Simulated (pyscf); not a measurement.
Optimised with ωB97X-D3(BJ)/def2-SVP in PySCF.

**Question.** What is the homolytic dissociation enthalpy (298 K, ωB97M-D3(BJ)/def2-TZVP) of the S–Sn bond of F–Sn(F)(F)–SH (SMILES [F][Sn]([F])([F])[SH]), to F–Sn•(F)–F + SH•?

**Answer.** S–Sn to F–Sn•(F)–F + SH•: 2.94 eV. The 7 functionals that were run give +2.78 (B3LYP-D3(BJ)) to +3.23 eV (ωB97X-D3(BJ)). Left out: the spin-orbit lowering of SH. Elements past Kr carry the def2 core potentials, without spin-orbit coupling.
